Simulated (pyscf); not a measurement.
Thermochemistry of product channels of Li–O–SiH₃ + ammonia (NH₃) on the singlet surface, in kJ/mol, from CCSD(T)/def2-TZVPP + ΔMP2(QZVPP) energies (ideal gas, 1 atm, RRHO with modes under 100 cm⁻¹ raised to 100, one conformer, R ln 2 for chiral ones without a mode under 150 cm⁻¹). Optimised with ωB97X-D3(BJ)/def2-SVP in PySCF. Correlated levels are frozen-core, on RHF or UHF. ΔMP2 is the change of the MP2 total energy from the triple- to the quadruple-zeta basis.

| products | ΔE | ΔH(298 K) | ΔG(298 K) | ΔG(900 K) |
|---|---|---|---|---|
| Li–NH₂ + silanol (HO–SiH₃) | +134.4 | +128.8 | +124.1 | +112.1 |
| Li–OH + silylamine (H₂N–SiH₃) | +94.1 | +92.6 | +91.0 | ___ |

What belongs in the gaps?


- Li–OH + silylamine (H₂N–SiH₃), ΔG(900 K): +84.1

These are energies of the channels, which say nothing of barriers. The CCSD(T) − MP2 part came from Ansatz, without density fitting, on the same reference. The frozen core leaves the outer d or s,p core shells of the metals and heavy elements correlated in the MP2 and CC values, and def2-TZVPP describes them poorly, which can shift differences by a few kcal/mol.
